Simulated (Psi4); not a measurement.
# H2S (hydrogen sulfide) at MP2/aug-cc-pVTZ

What is the vertical singlet–triplet gap of H2S (hydrogen sulfide) at MP2/aug-cc-pVTZ? 

The calculation is run with Psi4 1.11.

2 further runs of the same task are left out: 1 that didn't finish, 1 set aside as unsound or not needed.

### 1 The structure to begin with

H2S has 3 atoms, charge 0, and is taken as a singlet. SMILES: `S`. The shape is that of a PBE0-D4/def2-TZVP optimisation.

Bond lengths: S1–H2 1.341 Å, S1–H3 1.341 Å. Angles: H2–S1–H3 92.3°.

### 2 The energy at MP2/aug-cc-pVTZ

Input file run_ase.py:

```python
import numpy as np
from ase.calculators.psi4 import Psi4
from ase import Atoms

a = Atoms(['S', 'H', 'H'], positions=[
    [0.495500, -0.280600, 0.243900],
    [0.097900, 0.997700, 0.162400],
    [-0.593400, -0.717100, -0.406300],
])
calc = Psi4(atoms=a, method='mp2', basis='aug-cc-pVTZ', memory='1600MB', num_threads=1, charge=0, multiplicity=1, label='h2s')
calc.psi4.set_options({'puream': True, 'e_convergence': 1e-09, 'd_convergence': 1e-08, 'scf_type': 'pk', 'num_frozen_docc': 5, 'mp2_type': 'conv'})
a.calc = calc

print(f'energy: {a.get_potential_energy():.6f} eV')
```

The run is started by

```bash
python run_ase.py
```

h2s.dat:

```text
[...]
  Running in c1 symmetry.
[...]
  Nuclear repulsion =   12.899079478906824
[...]
  Multiplicity = 1
[...]
  Nalpha       = 9
  Nbeta        = 9
[...]
    Number of basis functions: 96
[...]
   @RHF iter   1:  -398.67932702853921   -2.64811e-01   2.23923e-03 DIIS/ADIIS
[...]
   @RHF iter  10:  -398.71378913261253   -2.72848e-12   2.04145e-09 DIIS
[...]
    Orbital Energies [Eh]
    ---------------------
    Doubly Occupied:
       1A    -91.967428     2A     -8.969399     3A     -6.650676
       4A     -6.649907     5A     -6.648624     6A     -0.981172
       7A     -0.588736     8A     -0.501288     9A     -0.385458
[...]
  @RHF Final Energy:  -398.71378913261253
   => Energetics <=
    Nuclear Repulsion Energy =             12.8990794789068239
    One-Electron Energy =                -576.5403593582266240
    Two-Electron Energy =                 164.9274907467072921
    Total Energy =                       -398.7137891326124759
[...]
 Multipole Moments:
 ------------------------------------------------------------------------------------
     Multipole            Electronic (a.u.)      Nuclear  (a.u.)        Total (a.u.)
 ------------------------------------------------------------------------------------
 L = 1.  Multiply by 2.5417464519 to convert [e a0] to [Debye]
 Dipole X            :          0.9663545           -1.3097405           -0.3433859
 Dipole Y            :         -0.5472258            0.7417017            0.1944759
 Dipole Z            :          0.4756707           -0.6446936           -0.1690230
 Magnitude           :                                                    0.4293059
[...]
	SCS-MP2 Total Energy (a.u.)        :  -398.91310964579105
	SOS-MP2 Total Energy (a.u.)        :  -398.89976958996505
	SCSN-MP2 Total Energy (a.u.)       :  -398.78422462737365
[...]
	SOS-PI-MP2 Total Energy (a.u.)     :  -398.93076633285716
[...]
	MP2 Total Energy (a.u.)            :  -398.90879301455089
[...]
```

The script printed:

```text
energy: -10854.861155 eV
```

It took 6.6 s on 1 thread of Intel Xeon Platinum 8375C at 2.90GHz (Ice Lake), shared host; peak memory 0.58 GiB.

### 3 The triplet, same level

Input file h2s.inp:

```
memory 1.6 GB

molecule {
  0 3
  S      0.495500    -0.280600     0.243900
  H      0.097900     0.997700     0.162400
  H     -0.593400    -0.717100    -0.406300
  symmetry c1
  no_reorient
  no_com
}

set {
  basis           aug-cc-pVTZ
  reference       uhf
  puream          true
  e_convergence   1e-09
  d_convergence   1e-08
  scf_type        pk
  num_frozen_docc 5
  mp2_type        conv
  maxiter         100
}

energy_value = energy("mp2")
```

The run is started by

```bash
psi4 -i h2s.inp -o h2s.out -n 1
```

h2s.out:

```text
[...]
  Running in c1 symmetry.
[...]
  Nuclear repulsion =   12.899079478906824
[...]
  Multiplicity = 3
[...]
  Nalpha       = 10
  Nbeta        = 8
[...]
    Number of basis functions: 96
[...]
   @UHF iter   1:  -398.48692570211313   -7.24095e-02   1.83317e-03 ADIIS/DIIS
[...]
   @UHF iter  20:  -398.52125293221610    1.41370e-10   5.42844e-09 DIIS
[...]
   @S^2 Observed:                2.015070922E+00
[...]
    Orbital Energies [Eh]
    ---------------------
    Alpha Occupied:
       1A    -92.124815     2A     -9.128078     3A     -6.821117
       4A     -6.802512     5A     -6.801984     6A     -1.150422
       7A     -0.696826     8A     -0.628975     9A     -0.591504
      10A     -0.150630
    Alpha Virtual:
      11A      0.029026    12A      0.055159    13A      0.058892
      14A      0.059458    15A      0.075193    16A      0.118125
      17A      0.141044    18A      0.166298    19A      0.175898
      20A      0.179064    21A      0.259397    22A      0.283751
      23A      0.310702    24A      0.319898    25A      0.328048
[...]
  @UHF Final Energy:  -398.52125293221610
   => Energetics <=
    Nuclear Repulsion Energy =             12.8990794789068239
    One-Electron Energy =                -574.0393114570980515
    Two-Electron Energy =                 162.6189790459750952
    Total Energy =                       -398.5212529322161004
  UHF NO Occupations:
  HONO-2 :    8  A 1.9936435
  HONO-1 :    9  A 1.0000000
[...]
 Multipole Moments:
 ------------------------------------------------------------------------------------
     Multipole            Electronic (a.u.)      Nuclear  (a.u.)        Total (a.u.)
 ------------------------------------------------------------------------------------
 L = 1.  Multiply by 2.5417464519 to convert [e a0] to [Debye]
 Dipole X            :        -13.4780287           14.0453894            0.5673607
 Dipole Y            :          7.6144571           -7.9538573           -0.3394002
 Dipole Z            :         -6.6362545            6.9135630            0.2773085
 Magnitude           :                                                    0.7169314
[...]
	SCS-MP2 Total Energy (a.u.)        :  -398.69201481981935
	SOS-MP2 Total Energy (a.u.)        :  -398.67938529325590
	SCSN-MP2 Total Energy (a.u.)       :  -398.58793683247086
[...]
	SOS-PI-MP2 Total Energy (a.u.)     :  -398.70574068676257
[...]
	MP2 Total Energy (a.u.)            :  -398.69091847943952
[...]
```

Wall time 8.4 s (1 thread of Intel Xeon Platinum 8375C at 2.90GHz (Ice Lake), shared host); peak memory 0.55 GiB.

### 4 Outcome

Level: MP2/aug-cc-pVTZ, 5 core orbitals frozen.

```
                                                           quantity          value
                                              singlet: total energy  -398.90879 Eh
                       singlet: HOMO energy (Hartree–Fock orbitals)      -10.49 eV
                       singlet: LUMO energy (Hartree–Fock orbitals)        0.78 eV
                     singlet: HOMO–LUMO gap (Hartree–Fock orbitals)       11.27 eV
               singlet: correlation energy (5 core orbitals frozen)     -195.0 mEh
                                              triplet: total energy  -398.69092 Eh
triplet: HOMO energy (Hartree–Fock orbitals) (highest over α and β)       -4.10 eV
 triplet: LUMO energy (Hartree–Fock orbitals) (lowest over α and β)       -2.32 eV
               triplet: correlation energy (5 core orbitals frozen)     -169.7 mEh
                         triplet: ⟨S²⟩ of the reference determinant          2.015
                   vertical energy of the triplet above the singlet       5.929 eV
```

**Reading.** At this shape the triplet lies 5.93 eV (137 kcal/mol) above the singlet.
